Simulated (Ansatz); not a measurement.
Reaction: C2H7B (ethylborane, SMILES BCC) → BH2 (SMILES [BH2], doublet) + C2H5 (SMILES [CH2]C, doublet) (the B-C bond breaks)
Each species at its own B3LYP-D3(BJ)/def2-TZVP minimum (Ansatz, a program for electronic structure).

Total energies in hartree (Ansatz). UHF or UKS for unpaired electrons; spin-orbit terms are left out. Cores are frozen in correlated methods. No relativity.

```csv
species,HF/cc-pVTZ,CCSD(T)/cc-pVTZ,HF/cc-pVQZ,CCSD(T)/cc-pVQZ,CCSD(T)/cc-pVDZ,CCSDT(Q)/cc-pVDZ
"1: C2H7B (ethylborane, SMILES BCC)",-104.51104,-105.03259,-104.51778,-105.06337,-104.91833,-104.91977
"2: BH2 (SMILES [BH2], doublet)",-25.76030,-25.86304,-25.76199,-25.86898,-25.84018,-25.84056
"3: C2H5 (SMILES [CH2]C, doublet)",-78.62785,-79.00245,-78.63306,-79.02569,-78.91562,-78.91668
```

Task: Work out the bond dissociation energy (electronic) in kcal/mol: take Hartree-Fock from cc-pVQZ, extrapolate the CCSD(T) correlation energy as X^-3 (X = 3, 4), and add CCSDT(Q) - CCSD(T) in cc-pVDZ. 1 hartree = 627.51 kcal/mol.

Result: 
Species 1: correlation (64·(-0.54559) - 27·(-0.52155))/37 = -0.56313; step -0.00144; E1 = -104.51778 + (-0.56313) + (-0.00144) = -105.08235
Species 2: correlation (64·(-0.10699) - 27·(-0.10274))/37 = -0.11009; step -0.00038; E2 = -25.76199 + (-0.11009) + (-0.00038) = -25.87246
Species 3: correlation (64·(-0.39263) - 27·(-0.37460))/37 = -0.40579; step -0.00106; E3 = -78.63306 + (-0.40579) + (-0.00106) = -79.03991
-1·E1 +1·E2 +1·E3 = 0.16998 hartree = 106.7 kcal/mol.
